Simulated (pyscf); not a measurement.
Routes from HO–GaH–PH₂ (SMILES [OH][GaH][PH2]) + H₂ (SMILES [H][H])

Candidate steps break at most two bonds and form at most two. Each was searched with GFN2-xTB (tblite) first. Structures and frequencies: ωB97X-D3(BJ)/def2-SVP in PySCF. Energies: ωB97M-D3(BJ)/def2-TZVP, kJ/mol, from the separated reactants, singlet surface; ΔG‡ with ideal gas, 1 atm, RRHO with modes under 100 cm⁻¹ raised to 100, one conformer, R ln 2 for chiral ones without a mode under 150 cm⁻¹.

```tsv
products	type	ΔE‡	ΔE	ΔG‡ 298 K	ΔG‡ 900 K	ν‡ (cm⁻¹)
H₂P–GaH₂ + H₂O	four-centre exchange	96.0	+47.5	135.6	214.1	1305i
PH₃ + HO–GaH₂	four-centre exchange	175.6	+20.6	208.9	283.1	1476i
```

Row 1: On the product side the descent ends in an adduct with a Ga–O contact (not fully relaxed), 63.1 kJ/mol under the separated species and 105.7 kJ/mol under the saddle at ωB97X-D3(BJ)/def2-TZVP. Row 2: On the product side the descent ends in an adduct with a Ga–P contact, 55.1 kJ/mol under the separated species and 188.1 kJ/mol under the saddle at ωB97X-D3(BJ)/def2-TZVP. 

Plain bond fissions and candidates not yet searched are not listed, and one of them may be faster. Each barrier is that of the saddle found; lower ones may exist. Elements up to Kr have no core potential and no relativistic terms here.
